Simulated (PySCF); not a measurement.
Molecular orbitals of CH⁺

PW91 at R = 1.140 Å; PySCF, no relativity, basis sets H def2-TZVPPD, C def2-TZVPPD. State: ¹Σ⁺ (singlet), closed shell. Only the outer orbitals are listed, counted within each symmetry.

| orbital | occ. | ε (eV) | on H (%) | main shells (%) |
| --- | --- | --- | --- | --- |
| 2σ | 2 | -27.03 | 26 | 67 C s, 24 H s |
| 3σ | 2 | -18.34 | 16 | 58 C p, 25 C s, 16 H s |
| 1π | 0 | -16.17 | 1 | 98 C p |
| 1π | 0 | -16.17 | 1 | 98 C p |
| 4σ | 0 | -6.89 | 55 | 41 H s, 26 C s, 15 C p |

Which are the highest filled and the lowest empty level, where do they sit, and how wide is the gap?

Highest filled 3σ at -18.34 eV (in %: 58 C p, 25 C s, 16 H s); lowest empty 1π at -16.17 eV (in %: 98 C p); the gap at PW91 is 2.17 eV.

```
bond order (Mayer)                                                                                                : 0.97
⟨S²⟩                                                                                                              : 0.000
charge on H (Mulliken, basis-dependent)                                                                           : 0.19
charge on H (Löwdin, basis-dependent)                                                                             : -0.05
dipole moment (positive dipole points towards C; it is taken about the centre of mass and depends on that origin) : -1.76 D
```
